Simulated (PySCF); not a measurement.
Molecule: `C[C@@H]1S[C@@H]1CF`, C4H7FS.

Geometry (Å), atoms numbered from 1 in this order:
```xyz
13

C     1.591    0.538    0.370
C     0.838   -0.736    0.105
S     0.338   -1.154   -1.597
C    -0.629   -0.767   -0.116
C    -1.437    0.499   -0.132
F    -1.667    0.916    1.159
H     1.446    0.848    1.418
H     2.667    0.393    0.198
H     1.255    1.355   -0.283
H     1.228   -1.606    0.647
H    -1.162   -1.623    0.314
H    -0.908    1.292   -0.681
H    -2.408    0.324   -0.625
```

Geometry PBE0-D3(BJ)/def2-SVP throughout; GIAO in PySCF 2.14.0 with density-fitted response routines, gas phase, one conformer, non-relativistic; equivalent atoms averaged; basis pcSseg-1.

For orientation, B3LYP gives these absolute shieldings σ: C5 92.8, C4 140.2, C2 139.7, S3 642.9, F6 399.4, H13 26.44, H12 27.51, H10 28.55, H7/H8/H9 29.87 ppm.

A run gave: C5 86.1, C4 134.3, C2 133.5, S3 610.3, F6 384.9, H13 26.30, H12 27.36, H10 28.40, H7/H8/H9 29.85 ppm (absolute shieldings σ).

**Question.** Which functional was used in that run?
A. OPBE
B. B97-D
C. PBE
D. BLYP
E. KT2

**Answer.** D. S3 tells them apart best: BLYP gives 610.3, OPBE gives 664.0, B97-D gives 637.9, KT2 gives 663.3, PBE gives 633.2 ppm.
